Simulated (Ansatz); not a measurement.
Ideal-gas functions of BH$_{6}$NSi, SMILES `B[SiH2]N` at 600 K and 1 bar, from an Ansatz frequency run at PBE0-D4/def2-TZVP.

Molar mass 58.95 g/mol, point group C1 (symmetry number 1), electronic degeneracy 1, moments of inertia 26.308, 79.555, 99.367 u Å². Harmonic wavenumbers (cm⁻¹, unscaled): 160, 167, 228, 381, 406, 580, 641, 720, 794, 863, 915, 932, 954, 1171, 1583, 2111, 2202, 2580, 2662, 3601, 3694.

Use S(trans) = R[1.5 ln M + 2.5 ln T − 1.1517]; rotational temperatures θ = 24.2544 K / I; S(rot) = R[ln(√π/σ · √(T³/θAθBθC)) + 1.5]; for each mode x = 1.438777 ν̃/T, S = R[x/(eˣ − 1) − ln(1 − e⁻ˣ)] and H = RT x/(eˣ − 1); 1 cm⁻¹ = 0.0119627 kJ/mol; R = 8.31446 J/(mol·K).

Problem. By hand: the entropy, in J/(mol·K).

Solution. Translation 174.2. Rotation: θ = 0.9219, 0.3049, 0.2441 K, giving 108.1. Vibration, mode by mode: 16.33, 15.98, 13.44, 9.35, 8.86, 6.21, 5.51, 4.74, 4.11, 3.61, 3.27, 3.17, 3.04, 2.02, 0.91, 0.32, 0.27, 0.12, 0.10, 0.01, 0.01, in all 101.4. Electronic 0.0. Sum 383.7 J/(mol·K).

Problem. By hand: H − E and G − E in kJ/mol, counted from the electronic energy.

Solution. Zero-point energy ½ × 27345 × 0.0119627 = 163.6; thermal vibration 33.1; translation, rotation and pV give 4 RT = 20.0. H − E = 216.7 kJ/mol, and G − E = 216.7 − 600 × 383.7/1000 = -13.5 kJ/mol.

Vibration gives 26 % of the entropy. The sum counts one conformer and one mirror image; others add a mixing term.
